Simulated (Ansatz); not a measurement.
Equilibrium lattice constant a (Å) of 24 elemental metals, computed with PBE in Ansatz (PAW) and with LDA (Ansatz, a quantum-chemistry and plane-wave program, plane waves, PAW). The set holds measured phases with no doubt noted on the run or the magnetic state but for the caveats below. 20 more of the class have both values but aren't in it, for one of these reasons: built or high-temperature cells, doubts on the run or the magnetic state, unlike cells, values of zero, layered or molecular crystals, cells that aren't cubic. Solids without a value at one level (not run, failed, or a magnetic order lost), or held back for tests, aren't counted.

All rows, in order of the shift (worked out from unrounded values):

| solid | PBE | LDA | shift (%) |
|---|---|---|---|
| bcc Cs | 6.162 | 5.766 | -6.42 |
| bcc Ba | 5.021 | 4.757 | -5.26 |
| bcc Rb | 5.670 | 5.376 | -5.17 |
| bcc K | 5.284 | 5.044 | -4.54 |
| fcc Sr | 6.030 | 5.793 | -3.93 |
| fcc Ag | 4.147 | 4.001 | -3.54 |
| bcc Na | 4.197 | 4.053 | -3.44 |
| fcc Ca | 5.526 | 5.337 | -3.42 |
| fcc Pb | 5.040 | 4.880 | -3.18 |
| fcc Cu | 3.629 | 3.518 | -3.06 |
| bcc Fe | 2.831 | 2.750 | -2.85 |
| fcc Ni | 3.519 | 3.423 | -2.72 |
| fcc Au | 4.158 | 4.047 | -2.66 |
| fcc Pd | 3.943 | 3.840 | -2.62 |
| bcc V | 2.997 | 2.926 | -2.36 |
| bcc Li | 3.435 | 3.363 | -2.09 |
| fcc Rh | 3.830 | 3.754 | -1.99 |
| bcc Ta | 3.319 | 3.253 | -1.98 |
| fcc Pt | 3.970 | 3.894 | -1.92 |
| bcc Nb | 3.310 | 3.247 | -1.90 |
| bcc Mo | 3.161 | 3.111 | -1.56 |
| fcc Ir | 3.871 | 3.811 | -1.54 |
| bcc W | 3.184 | 3.135 | -1.53 |
| fcc Al | 4.040 | 3.982 | -1.42 |

The shift from PBE to LDA has a median of -2.69 %, and eight in ten lie between -4.98 % and -1.55 %; LDA is the larger in 0 of 24.

Ansatz's runs of these crystals have no spin polarisation, but for bcc Fe, fcc Ni.

Density-functional runs with spin start from parallel moments for bcc Fe, parallel moments for fcc Ni.

Spin–orbit coupling is left out, also for the solids with elements from indium on (bcc Ta, fcc Pt, bcc Ba, bcc W, fcc Ir, bcc Cs, fcc Pb, fcc Au); its size isn't shown.

Ansatz's density-functional and Hartree–Fock values are scalar-relativistic unless marked +SOC, with PAW data made under PBE.
